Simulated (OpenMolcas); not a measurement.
BH2F (SMILES BF): methods side by side

The species is BH2F (4 atoms), meant as a singlet with charge 0. As SMILES, `BF`. Geometry: relaxed at PBE0-D4/def2-TZVP.

| atom | x (Å) | y (Å) | z (Å) |
| --- | --- | --- | --- |
| B | -0.0273 | -0.0040 | -0.0308 |
| F | 1.0612 | -0.2967 | 0.6499 |
| H | -1.0125 | -0.6491 | 0.1862 |
| H | 0.0342 | 0.8896 | -0.8256 |

Each level gives the energy change with the B1–H3 bond stretched from 1.197 to 2.095 Å (eV). The values are calculated.

```json
{"level": "HF/STO-3G (restricted)", "kind": "Hartree–Fock", "program": "OpenMolcas", "value (eV)": "5.50", "less FCI/STO-3G": "+1.68", "CPU time (all runs)": "2.9 s"}
{"level": "PBE/STO-3G (restricted)", "kind": "GGA", "program": "OpenMolcas", "value (eV)": "3.89", "less FCI/STO-3G": "+0.07", "CPU time (all runs)": "6.8 s"}
{"level": "r2SCAN/STO-3G (restricted)", "kind": "meta-GGA", "program": "OpenMolcas", "value (eV)": "4.17", "less FCI/STO-3G": "+0.35", "CPU time (all runs)": "8.4 s"}
{"level": "PBE0/STO-3G (restricted)", "kind": "global hybrid", "program": "OpenMolcas", "value (eV)": "4.39", "less FCI/STO-3G": "+0.57", "CPU time (all runs)": "6.5 s"}
{"level": "B2PLYP/STO-3G (restricted)", "kind": "double hybrid", "program": "OpenMolcas", "value (eV)": "4.40", "less FCI/STO-3G": "+0.58", "CPU time (all runs)": "6.1 s"}
{"level": "SC-NEVPT2(2,2)/STO-3G", "kind": "multireference", "program": "OpenMolcas", "value (eV)": "3.81", "less FCI/STO-3G": "-0.01", "CPU time (all runs)": "3 s"}
{"level": "ACPF/STO-3G (restricted)", "kind": "coupled cluster or CI", "program": "OpenMolcas", "value (eV)": "3.65", "less FCI/STO-3G": "-0.17", "CPU time (all runs)": "3.1 s"}
{"level": "FCI/STO-3G", "kind": "exact in the basis", "program": "OpenMolcas", "value (eV)": "3.82", "less FCI/STO-3G": "0.00", "CPU time (all runs)": "7.7 s"}
```

FCI/STO-3G is exact within its basis and frozen core, so for wave-function methods in that basis the difference is their error; functionals converge differently with the basis, so for them it is only a difference. Spin-restricted single references rise too steeply as a bond breaks, Hartree–Fock most of all. The first shape isn't each level's own minimum. The values span 3.65 to 5.50 eV. All rows use very small basis sets, so even the best lies far from the true value. Times are those of the runs behind each value, whatever else they computed, on shared processors of several kinds: orders of magnitude only.
